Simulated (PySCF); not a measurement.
TDDFT beside published excitation energies

Published values to compare with (the computed states carry no symmetry labels, so the two lists aren't matched line by line):

```tsv
state	E (eV)	f	kind of transition	source
3B1u(π→π*)	4.36		band maximum or as reported	[1]
3B1u(π→π*)	4.48		vertical absorption	[2]
3B1u(π→π*)	4.54		vertical absorption	[3]
3B3u(π→3s)	6.98		band maximum or as reported	[1]
1B3u(π→3s)	7.11		band maximum or as reported	[1]
3B3u(π→3s)	7.23		vertical absorption	[3]
1B3u(π→3s)	7.39	0.078	vertical absorption	[3]
1B1u(π→π*)	7.60		band maximum or as reported	[1]
3B1g(π→3p)	7.79		band maximum or as reported	[1]
1B1g(π→3p)	7.80		band maximum or as reported	[1]
1B1u(π→π*)	7.93	0.346	vertical absorption	[3]
3B1g(π→3p)	7.98		vertical absorption	[3]
1B1g(π→3p)	8.08		vertical absorption	[3]
1B1u(π→π*)	8.37		vertical absorption	[2]
1Ag(genuine double)	12.90		vertical absorption	[4]
1Ag(double)	12.92		vertical absorption	[3]
```

[1] measured, gas; Loos, Scemama, Blondel, Garniron, Caffarel, Jacquemin (2018), arXiv:1807.02045, literature column
[2] computed, CC3/TZVP, gas; arXiv:2401.06101 (2024), CC3 reference column of Thiel's set
[3] computed, theoretical best estimate (aug-cc-pVTZ, frozen core, CC3 geometry), gas; Veril, Scemama, Caffarel, Lipparini, Boggio-Pasqua, Jacquemin, Loos, WIREs Comput. Mol. Sci. 2021, 11, e1517 (QUESTDB)
[4] computed, theoretical best estimate (aug-cc-pVTZ), gas; Kossoski, Boggio-Pasqua, Loos, Jacquemin, double excitations: improvement and extension (2024), arXiv:2403.19597

C2H4.
Numbering: `[CH2:1]=[CH2:2]` (hydrogens: H3, H4 on C1; H5, H6 on C2)

Structure used (PBE0-D3(BJ)/def2-SVP), in Å, numbered top down from 1:
```
atom  x, y, z in Å
C1    -0.645   -0.105    0.062
C2     0.666    0.071   -0.084
H3    -1.274    0.646    0.548
H4    -1.148   -1.006   -0.302
H5     1.298   -0.676   -0.573
H6     1.167    0.974    0.279
```

Level of theory: TDDFT PBE0/def2-SVPD, vertical, gas phase, core orbitals frozen in the response (PySCF).

Computed singlets: 7.68 eV (f 0.067); 7.86 eV (f 0.361); 8.04 eV (f 0.000); 8.39 eV (f 0.000); 9.00 eV (f 0.000); 9.65 eV (f 0.000); 9.75 eV (f 0.000); 10.20 eV (f 0.066); 10.44 eV (f 0.126); 10.76 eV (f 0.000). Computed triplets (Tamm–Dancoff): 4.37, 7.44, 7.49, 8.20 eV.

Task: How does the lowest computed singlet compare with the best estimate listed for the lowest singlet (vertical absorption)?

Result: 7.68 eV against 7.39 eV for 1B3u(π→3s) [3]: a difference of +0.29 eV. Geometry and basis of the two calculations needn't be the same.

Task: How does the lowest computed triplet compare with the best estimate listed for the lowest triplet (vertical absorption)?

Result: 4.37 eV against 4.54 eV for 3B1u(π→π*) [3]: a difference of -0.17 eV. Geometry and basis of the two calculations needn't be the same.

Note on [4]: supersedes the 2021 QUESTDB value where one exists.

A measured band maximum holds vibronic effects and, in solution, solvent shifts, so it needn't equal the vertical energy.

States of double-excitation character are out of reach of adiabatic linear-response TDDFT and have no counterpart, or a poor one, in the computed list.

The vertical ionisation energy is 10.53 eV (ΔSCF), so S10 and higher lie in the continuum; a finite Gaussian basis only mimics such states.
